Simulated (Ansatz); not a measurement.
**Si₃H₆: one species, many methods**

One table from this session's results is given with a row withheld; the runs are named, their logs left out.

Program: Ansatz 0.2.0, Gaussian basis. Level of theory: functionals in def2-TZVPP, the program's frozen cores in correlated methods. These are calculated values, not measurements.

Plan: LDA (SPW92), PBE-D4, revPBE-D4, BLYP-D4, r2SCAN-D4, B97M-V, PBE0-D4, B3LYP-D4, r2SCANh-D4, r2SCAN0-D4, HSE06-D4, BHLYP-D4, CAM-B3LYP-D4, LC-ωPBE, ωB97X-V, ωB97M-V, B2PLYP, PBE-QIDH; CCSD(T)/def2-SVP; CCSD(T)/def2-TZVPP; MP2/def2-QZVPP; extrapolation to the limit; RPA on PBE.

1 further run of the same task is left out (it didn't finish).

## Structure used throughout

All runs share one geometry, relaxed beforehand with PBE0-D4 in a triple-zeta def2 set.

9 atoms, charge 0, spin multiplicity 1.

Atoms are counted from 1 here; the program's logs count them from 0.

Bond lengths: Si1–Si2 2.330 Å, Si1–Si3 2.330 Å, Si1–H4 1.484 Å, Si1–H5 1.484 Å, Si2–Si3 2.330 Å, Si2–H6 1.484 Å, Si2–H7 1.484 Å, Si3–H8 1.484 Å, Si3–H9 1.484 Å. Angles: Si2–Si1–Si3 60.0°, Si2–Si1–H4 118.5°, Si2–Si1–H5 118.5°, Si3–Si1–H4 118.5°, Si3–Si1–H5 118.5°, H4–Si1–H5 113.1°, Si1–Si2–Si3 60.0°, Si1–Si2–H6 118.6°, Si1–Si2–H7 118.5°, Si3–Si2–H6 118.6°, Si3–Si2–H7 118.5°, H6–Si2–H7 113.1°, Si1–Si3–Si2 60.0°, Si1–Si3–H8 118.6°, Si1–Si3–H9 118.5°, Si2–Si3–H8 118.6°, Si2–Si3–H9 118.4°, H8–Si3–H9 113.1°.

As a file:

```xyz
9
charge 0, multiplicity 1
Si   -1.19932   -0.17213   -0.58401
Si    0.90301    0.83103   -0.55050
Si    0.29694   -0.66015    1.13363
H    -1.47134   -1.21400   -1.60480
H    -2.38678    0.66141   -0.27298
H     1.91041    0.40050   -1.55115
H     0.99325    2.27431   -0.21825
H     0.93515   -1.99936    1.16011
H     0.01869   -0.12161    2.48794
```

Set-up of the first run:

in.yaml

```yaml
crystal:
  periodic: [false, false, false]
  atoms:
    - {symbol: Si, position_ang: [-1.199322, -0.172125, -0.584006]}
    - {symbol: Si, position_ang: [0.903013, 0.831029, -0.550503]}
    - {symbol: Si, position_ang: [0.296941, -0.660153, 1.133628]}
    - {symbol: H, position_ang: [-1.471341, -1.214001, -1.604798]}
    - {symbol: H, position_ang: [-2.386782, 0.661413, -0.272981]}
    - {symbol: H, position_ang: [1.910410, 0.400503, -1.551147]}
    - {symbol: H, position_ang: [0.993253, 2.274308, -0.218248]}
    - {symbol: H, position_ang: [0.935146, -1.999362, 1.160114]}
    - {symbol: H, position_ang: [0.018693, -0.121613, 2.487940]}
basis:
  gaussian: {orbitals: def2-TZVPP}
hamiltonian: {xc: lda}
output: {orbitals: {seedname: orbitals}}
```

Among the steps run: LDA; PBE-D4 (GGA); revPBE-D4 (GGA); BLYP-D4 (GGA); r2SCAN-D4 (meta-GGA); B97M-V (meta-GGA); PBE0-D4 (hybrid); B3LYP-D4 (hybrid); r2SCANh-D4 (hybrid); r2SCAN0-D4 (hybrid); HSE06-D4 (hybrid); BHLYP-D4 (hybrid); CAM-B3LYP-D4 (range-separated); LC-ωPBE-D4 (range-separated; the results give it without D4); ωB97X-V (range-separated); ωB97M-V (range-separated); B2PLYP (double hybrid); PBE-QIDH (double hybrid).

One table of the session follows, with a row left open; its other results are not shown here.

It belongs to the step «Frontier levels by functional». 

```
  functional  HOMO (eV)  gap (eV)
 LDA (SPW92)      -6.07      3.94
      PBE-D4      -5.98      3.96
   revPBE-D4      -5.94      3.97
     BLYP-D4      -5.80      4.04
   r2SCAN-D4      -6.18      4.32
      B97M-V          ?         ?
     PBE0-D4      -6.94      5.77
    B3LYP-D4      -6.73      5.49
  r2SCANh-D4      -6.53      4.98
  r2SCAN0-D4      -7.07      5.97
    HSE06-D4      -6.55      5.01
    BHLYP-D4      -7.77      7.69
CAM-B3LYP-D4      -8.11      8.18
     LC-ωPBE      -9.38     10.43
     ωB97X-V      -9.08     10.05
     ωB97M-V      -8.86      9.61
```

**Question.** Estimate the row for B97M-V.

The run gave: HOMO (eV): -6.26; gap (eV): 4.26. In the column «HOMO (eV)» it lies between r2SCANh-D4 (-6.53) and r2SCAN-D4 (-6.18).
